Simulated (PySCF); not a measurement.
Gas-phase reaction: SiO2 + SiF2 ⇌ SiOF2 + SiO

Method: PySCF energies plus ideal-gas RRHO corrections (1 bar). † marks an energy on the PBE0/def2-TZVP geometry and frequencies; other levels use their own. MP2 and CCSD(T) freeze the core. All species are closed-shell singlets. SiOF2: computed as isolated molecules; such fragments, hydroxides, amides, oligomers or adducts are transient or little studied in the gas. MP2 isn't extrapolated to the basis-set limit; its ΔH°(298 K) is -92.7 kJ in def2-SVP and -91.5 kJ in def2-TZVPP. CCSD(T) isn't extrapolated to the basis-set limit; its ΔH°(298 K) is -89.3 kJ in def2-SVP and -90.4 kJ in def2-TZVPP. The harmonic model lacks anharmonicity and excited electronic states, which grow with temperature; levels with a mode under 35 cm⁻¹ are left out. Warning, large T1 diagnostic: SiO, SiO2 (CCSD(T)/def2-SVP†).

ΔH° and ΔS° at 298 K: CCSD(T)/def2-SVP† -89 kJ, 0 J/K; M06-2X/def2-TZVP† -92 kJ, 0 J/K; MP2/def2-SVP† -93 kJ, 0 J/K; PBE/def2-SVP -65 kJ, 1 J/K; LDA/def2-TZVP† -72 kJ, 0 J/K.

Q: With the heat capacities included, give log10 K (1 bar) at 800, 1400, 1800, 2000, 2500 K from CCSD(T)/def2-SVP†, M06-2X/def2-TZVP†, MP2/def2-SVP†, PBE/def2-SVP, LDA/def2-TZVP†.

A: 
| T (K) | CCSD(T)/def2-SVP† | M06-2X/def2-TZVP† | MP2/def2-SVP† | PBE/def2-SVP | LDA/def2-TZVP† |
|---|---|---|---|---|---|
| 800 | 5.8 | 6.0 | 6.0 | 4.3 | 4.7 |
| 1400 | 3.3 | 3.4 | 3.4 | 2.4 | 2.7 |
| 1800 | 2.5 | 2.6 | 2.6 | 1.9 | 2.0 |
| 2000 | 2.3 | 2.3 | 2.4 | 1.7 | 1.8 |
| 2500 | 1.8 | 1.9 | 1.9 | 1.4 | 1.4 |
